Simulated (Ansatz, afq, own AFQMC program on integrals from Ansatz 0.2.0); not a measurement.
# TiH⁺, singlet: AFQMC among the cluster methods

```json
{"atom": "Ti", "x (Å)": "0.0000", "y (Å)": "0.0000", "z (Å)": "0.0000"}
{"atom": "H", "x (Å)": "0.0000", "y (Å)": "0.0000", "z (Å)": "1.7567"}
```

Basis def2-TZVP. Only valence electrons are correlated. Ansatz 0.2.0 and our own AFQMC program on the same integrals; the CISD trial comes from CCSD amplitudes, and released means the phaseless constraint is let go. ± is one standard error of the sampling. The metal's outer-core s and p shells are frozen, which shifts wave-function levels against functionals.

Determinant: RHF, the one that the program's search chose, which needn't be the lowest solution. The geometry is a PBE0/def2-TZVP stationary point of this or a neighbouring charge and spin state.

Full CI on the same integrals is exact in this basis and with this determinant's frozen core.

Cautions: no relativity below Rb; outer-core shells of the metal frozen; another spin lies lower; restricted determinant unstable towards unrestricted (UHF 1.25 eV lower, ⟨S²⟩ 1.00); the released energy hasn't reached full CI (25 meV above it at 3.00 1/Eh, later times being too noisy to tell), so no released level is given (meV from the phaseless value at times in 1/Eh: -21.6 ± 2.1 at 0.60, -31 ± 3 at 1.20, -40 ± 4 at 2.00, -42 ± 6 at 3.00, -28 ± 9 at 4.20); CCSDT(Q) on the UHF determinant differs (1.04 eV lower), perhaps since the unrestricted series falls towards higher spin.

```
T1 diagnostic                               : 0.0311
weight of the determinant in the CISD state : 0.745
size of the correlated space                : 4 electrons in 42 orbitals
```

| level | correlation energy (eV) |
| --- | --- |
| MP2 | -1.2910 |
| CCSD | -2.0351 |
| CCSD(T) | -2.1438 |

**Question.** Estimate where phaseless AFQMC with a CISD trial lies against CCSD(T) on the same integrals.

**Answer.** 0.88 ± 0.07 mEh below CCSD(T).

Reference: full CI, correlation energy -2.235 eV.

```
        level  E − E(reference) (mEh)  share of correlation (%)
      CCSD(T)                    3.34                     95.94
        CCSDT                    0.48                     99.41
     CCSDT(Q)                    0.03                     99.96
ph-AFQMC/CISD             2.46 ± 0.07                     97.01
```

CCSDT and higher add their correlation energy to the determinant of the CCSD(T) run, since their own runs factorise the integrals more tightly (a shift of under 2 meV). A walk keeps the symmetry of its determinant, which the program's search chose and which needn't be the lowest solution, so a lower state of the same spin and another symmetry isn't excluded.
